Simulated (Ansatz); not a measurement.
Reaction (substitution at a C–S bond): `C=CSC` + CH₃NH₂ → `C=CNC` + CH₃SH

Isolated molecules relaxed with PBE0-D4/def2-TZVP in Ansatz; ΔE leaves out vibrations. CCSD(T)/CBS is the MP2 limit (def2-TZVPP, def2-QZVPP) plus CCSD(T) − MP2 in def2-TZVPP, frozen cores. This one scheme is used for every species. Functionals use def2-TZVPP. B3LYP here is the variant with VWN-RPA as its local correlation; programs differ in this. HSE06 is defined as in plane-wave codes. Each species was taken in one conformer, which may not be the lowest.

```csv
level,ΔE (kJ/mol),difference from CCSD(T)/CBS
LDA (SPW92),-12.7,-15.4
PBE-D4,-2.6,-5.3
BLYP-D4,-2.6,-5.3
r2SCAN-D4,-3.0,-5.7
B97M-V,-1.5,-4.2
PBE0-D4,-3.8,-6.5
B3LYP-D4,-4.2,-6.9
r2SCANh-D4,-3.4,-6.1
r2SCAN0-D4,-4.1,-6.8
HSE06-D4,-3.7,-6.4
BHLYP-D4,-5.5,-8.2
CAM-B3LYP-D4,-8.0,-10.7
ωB97X-V,-4.6,-7.3
ωB97M-V,-3.1,-5.8
B2PLYP,-2.8,-5.5
PBE-QIDH,-2.4,-5.1
PBE,-3.6,-6.3
revPBE,-1.3,-4.0
BLYP,-4.6,-7.3
r2SCAN,-3.1,-5.8
PBE0,-4.7,-7.4
B3LYP,-6.0,-8.7
r2SCANh,-3.6,-6.3
r2SCAN0,-4.3,-7.0
HSE06,-4.6,-7.3
BHLYP,-7.6,-10.3
CAM-B3LYP,-9.0,-11.7
LC-ωPBE,-6.5,-9.2
RPA@PBE/def2-TZVPP,-2.1,-4.8
HF/def2-SVP,-23.7,-26.4
MP2/def2-SVP,-14.2,-16.9
CCSD/def2-SVP,-16.4,-19.1
CCSD(T)/def2-SVP,-15.3,-18.0
CCSD/def2-TZVPP,-1.8,-4.5
CCSD(T)/def2-TZVPP,0.1,-2.6
HF/def2-QZVPP,-9.1,-11.8
SCS-MP2/def2-QZVPP,3.0,0.3
HF/CBS(def2),-9.0,-11.7
MP2/CBS(def2),5.4,2.7
CCSD/CBS(def2),0.8,-1.9
CCSD(T)/CBS,2.7,0
```

Question: What do rigid-rotor, harmonic-oscillator terms from PBE0-D4/def2-TZVP frequencies (298.15 K, 1 bar) make of the CCSD(T)/CBS value? (Estimate.)

Answer: The calculation gave: ΔZPE = -3.9 kJ/mol, ΔH = -1.8 kJ/mol, ΔS = -6 J/(mol·K), ΔG = -0.1 kJ/mol.

Largest T1 diagnostic among the species: 0.011.

At CCSD(T), def2-SVP lies −18.0 kJ/mol from the extrapolated value and def2-TZVPP −2.6 kJ/mol. Leaving LDA and LC-ωPBE aside and taking each functional with its dispersion term where it has one, the values, not all of them listed here, spread over 7.3 kJ/mol, from CAM-B3LYP-D4 to revPBE-D4. LDA lies −9.1 kJ/mol from PBE without D4. In def2-TZVPP, CCSD(T) changes the Hartree–Fock value by +9.2 kJ/mol (the triples alone add +1.9 kJ/mol) and MP2 by +11.9 kJ/mol.
